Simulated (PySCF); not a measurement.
SiCl at TPSS

Level: TPSS. Si pcseg-1, Cl pcseg-1; no relativity (PySCF 2.14).

| Quantity | Value |
| --- | --- |
| state | ²Π (doublet), unpaired electrons π ↑ |
| bond length | 2.108 Å |
| harmonic wavenumber | 500 cm⁻¹ |
| force constant | 2.29 mdyn/Å |
| rotational constant Be | 0.2440 cm⁻¹ |
| anharmonicity ωexe | 2.08 cm⁻¹ |
| vibration–rotation constant αe | 0.00155 cm⁻¹ |
| well depth De to Si + Cl | 4.29 eV |
| dissociation energy D0 | 4.26 eV |
| bond order (Mayer) | 1.06 |
| dipole moment (positive dipole means Si(−)Cl(+)) | -1.07 D |

The state is the lowest determinant that a PBE0 search found; another state may lie lower at other levels.
